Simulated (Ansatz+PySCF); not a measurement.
Two shapes of singlet SO₃.

Shape 1:

```xyz
4

S     0.0000    0.0000    0.0000
O     1.4415    0.0000    0.0000
O    -0.7207    1.2484    0.0000
O    -0.7207   -1.2484    0.0000
```

Shape 2:

```xyz
4

S     0.0000    0.0000    0.0000
O     1.5568    0.0000    0.0000
O    -0.7784    1.3482    0.0000
O    -0.7784   -1.3482    0.0000
```

Basis set: def2-SVP (spherical functions). Left uncorrelated: 8 orbitals. Charge 0, multiplicity 1.

Computed with Ansatz (development build ahead of 0.2.0); each method stands on the lowest determinant of its kind that the runs found.

(1) Which shape is lower in energy, and by how much in each method?

Answers

(1)

```json
{"method": "RHF", "E(2) − E(1) (eV)": "2.024"}
{"method": "UHF", "E(2) − E(1) (eV)": "2.024"}
{"method": "UHF-MP2", "E(2) − E(1) (eV)": "0.799"}
{"method": "RHF-CCSD", "E(2) − E(1) (eV)": "1.092"}
{"method": "RHF-CCSD(T)", "E(2) − E(1) (eV)": "0.819"}
```

Shape 1 is lower.
